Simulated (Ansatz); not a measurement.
# Relaxing a trial structure of NO2S+

The starting geometry of this gas-phase singlet was optimised with GFN2-xTB; its bonds are those of `O=N[S+]=O`.

```yaml
atoms:
  - { symbol: N, position_ang: [-1.0812, 3.0493, 0.3310] }
  - { symbol: O, position_ang: [-1.0664, 4.1224, 0.7705] }
  - { symbol: O, position_ang: [-0.9537, 0.7192, -0.6219] }
  - { symbol: S, position_ang: [-1.8062, 1.7569, -0.2137] }
```

**Question.** Predict what it relaxes into with B3LYP-D3(BJ)/def2-SVP.

**Answer.** It loosens into NO + OS, which stay close as a complex (formulas without charges). Contacts that open: N1–S4 (1.58 → 2.53 Å).

The energy falls by 1.22 eV over 22 steps:

| step | E − E(last) (eV) |
| --- | --- |
| 1 | 1.216 |
| 3 | 0.886 |
| 6 | 0.697 |
| 8 | 0.646 |
| 10 | 0.585 |
| 13 | 0.065 |
| 15 | 0.030 |
| 17 | 0.012 |
| 20 | 0.000 |
| 22 | 0.000 |

Final geometry (Å):

```xyz
4

N    -0.7959    3.2703    0.6151
O    -1.1678    4.2971    0.7650
O    -0.9203    0.5776   -0.4049
S    -2.0235    1.5029   -0.7094
```

No frequencies were run, so the end isn't proven a minimum. Run with Ansatz 0.2.0, 61 s on 1 thread of Intel(R) Xeon(R) Processor @ 2.50GHz (Skylake/Cascade Lake), on a shared host.
